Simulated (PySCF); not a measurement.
# A search over the determinants of CO⁺

Unrestricted PBE0; basis C pcseg-2, O pcseg-2; no relativity; PySCF 2.14. Outer shells of the fragments: C+ 2s2 2p1; O 2s2 2p4.

Followed along the bond (rough minima from three points):

```
2Ms+1   unpaired  ⟨S²⟩ at the start  R at minimum (Å)  Te (eV)
    2        σ ↑               0.84              1.11     0.00
    2        π ↑               0.76              1.24     2.52
    4  σ ↑, π ↑↑               3.76              1.31     5.81
```

Solutions found at the starting distance of 1.410 Å, counted from the lowest of them; the search is not exhaustive and high or unbound solutions are not listed, so other states can lie among these:

```tsv
2Ms+1	unpaired	term	E (eV)	⟨S²⟩	⟨Lz²⟩	μ (D)
2	σ ↑	²Σ⁺	0.00	0.84	0.00	-3.07
2	π ↑	²Π	0.00	0.76	1.01	-1.48
4	σ ↑, π ↑↑	mixed	2.84	3.76	2.01	-2.27
4	σ ↑, π ↑↑	mixed	3.49	3.76	2.00	-2.47
2	σ ↑, π ↑↓	mixed	3.86	1.76	2.01	-2.60
2	σ ↓, π ↑↑	mixed	4.00	1.77	2.01	-1.86
```

A term symbol is given only where ⟨S²⟩ and ⟨Lz²⟩ are close to those of a pure state; real π, δ and φ orbitals otherwise mix terms. A positive dipole points towards O; it is taken about the centre of mass and depends on that origin.

**Question.** Compare the gap between the two lowest followed solutions at the starting distance with the gap between their minima.

**Answer.** At PBE0 the second solution (doublet, unpaired electrons π ↑) lies +0.00 eV from the first (doublet, unpaired electrons σ ↑) at 1.410 Å and +2.52 eV at the minima; the two curves relax by different amounts, since their minima lie near 1.24 and 1.11 Å.

Counting both spins, an empty level lies below a filled one in some of these solutions, because spin and occupation are held.
